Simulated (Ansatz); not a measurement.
# H₅OPSi: up Jacob's ladder to CCSD(T)

How much do the methods differ for H₅OPSi? The plan is to run it at one geometry with functionals of several rungs and with coupled cluster, and see how far each lands from CCSD(T) at the basis-set limit for the atomisation energy.

Computed with Ansatz 0.2.0, Gaussian basis. Level: functionals in def2-TZVPP, the program's frozen cores in correlated methods.

Plan: LDA (SPW92), PBE-D4, revPBE-D4, BLYP-D4, r2SCAN-D4, B97M-V, PBE0-D4, B3LYP-D4, r2SCANh-D4, r2SCAN0-D4, HSE06-D4, BHLYP-D4, CAM-B3LYP-D4, LC-ωPBE, ωB97X-V, ωB97M-V, B2PLYP, PBE-QIDH; CCSD(T)/def2-SVP; CCSD(T)/def2-TZVPP; MP2/def2-QZVPP; extrapolation to the limit; RPA on PBE.

### Step 1. The geometry

All runs share one geometry, relaxed beforehand with PBE0-D4 in a triple-zeta def2 set.

8 atoms, charge 0, spin multiplicity 1.

Atoms are counted from 1 here; the program's logs count them from 0.

Bond lengths: Si1–O2 1.650 Å, Si1–H4 1.486 Å, Si1–H5 1.481 Å, Si1–H6 1.486 Å, O2–P3 1.645 Å, P3–H7 1.424 Å, P3–H8 1.426 Å. Angles: O2–Si1–H4 110.4°, O2–Si1–H5 106.6°, O2–Si1–H6 110.3°, H4–Si1–H5 109.8°, H4–Si1–H6 109.2°, H5–Si1–H6 110.5°, Si1–O2–P3 128.7°, O2–P3–H7 98.0°, O2–P3–H8 98.9°, H7–P3–H8 91.9°.

### Step 2. LDA

This LDA is Slater exchange with PW92 correlation.

in.yaml reads:

```yaml
crystal:
  periodic: [false, false, false]
  atoms:
    - {symbol: Si, position_ang: [-0.741076, 0.921482, -0.518516]}
    - {symbol: O, position_ang: [0.508234, -0.112816, -0.217256]}
    - {symbol: P, position_ang: [0.707150, -1.143408, 1.049265]}
    - {symbol: H, position_ang: [-1.873473, 0.194858, -1.148770]}
    - {symbol: H, position_ang: [-0.224601, 1.949780, -1.450840]}
    - {symbol: H, position_ang: [-1.207065, 1.550045, 0.744921]}
    - {symbol: H, position_ang: [2.123630, -1.048667, 1.160062]}
    - {symbol: H, position_ang: [0.799402, -2.368472, 0.325234]}
basis:
  gaussian: {orbitals: def2-TZVPP}
hamiltonian: {xc: lda}
output: {orbitals: {seedname: orbitals}}
```

Command:

```sh
ansatz run in.yaml --threads 2 --pin off --events-out ev --progress --plain --max-ram 4352MiB
```

The runs that follow: PBE-D4 (GGA); revPBE-D4 (GGA); BLYP-D4 (GGA); r2SCAN-D4 (meta-GGA); B97M-V (meta-GGA); PBE0-D4 (hybrid); B3LYP-D4 (hybrid); r2SCANh-D4 (hybrid); r2SCAN0-D4 (hybrid); HSE06-D4 (hybrid); BHLYP-D4 (hybrid); CAM-B3LYP-D4 (range-separated); LC-ωPBE (range-separated); ωB97X-V (range-separated); ωB97M-V (range-separated); B2PLYP (double hybrid); PBE-QIDH (double hybrid); CCSD(T) in def2-SVP; CCSD(T) in def2-TZVPP; MP2 in def2-QZVPP; RPA on PBE orbitals.

Before running them: what should the planned runs give, taken together? Wanted: atomisation energy, CCSD(T)/CBS; farthest beyond LDA; mean size of error, GGA; mean size of error, meta-GGA; mean size of error, hybrid; mean size of error, range-separated; mean size of error, double hybrid; gap, smallest and largest; T1 diagnostic.

**Answer**, as computed:

```
                               quantity                                      value
        atomisation energy, CCSD(T)/CBS                             588.5 kcal/mol
functionals within 2.9 kcal/mol (0.5 %)                  BLYP-D4, B97M-V, B3LYP-D4
                    farthest beyond LDA                 revPBE-D4 (-16.3 kcal/mol)
                mean size of error, GGA                               7.9 kcal/mol
           mean size of error, meta-GGA                               3.3 kcal/mol
             mean size of error, hybrid                               9.8 kcal/mol
    mean size of error, range-separated                               6.3 kcal/mol
      mean size of error, double hybrid                              11.6 kcal/mol
              gap, smallest and largest  4.36 eV (LDA (SPW92)), 11.65 eV (LC-ωPBE)
                          T1 diagnostic                                     0.0124
triples share of the correlation energy                                      3.4 %
```

What this shows: LDA overbinds by 72.2 kcal/mol (12 %). PBE-D4 misses by -5.1 kcal/mol. Double hybrids carry the basis error of their MP2 part in triple zeta, and no dispersion term here, so their miss is partly the set-up's. By mean error the best rung here is meta-GGA (3.3 kcal/mol) and the worst beyond LDA is double hybrid (11.6 kcal/mol). Misses under about 2.9 kcal/mol are within the doubt on the reference itself, which lacks core-valence correlation, relativity and higher excitations. Hartree-Fock recovers 72 % of the binding; the rest is correlation. CCSD(T) in def2-SVP is off by -55.4 kcal/mol, worse than the median functional, from the basis alone. The gap grows from 4.4 to 11.6 eV across the functionals, mostly with the share of exact exchange.
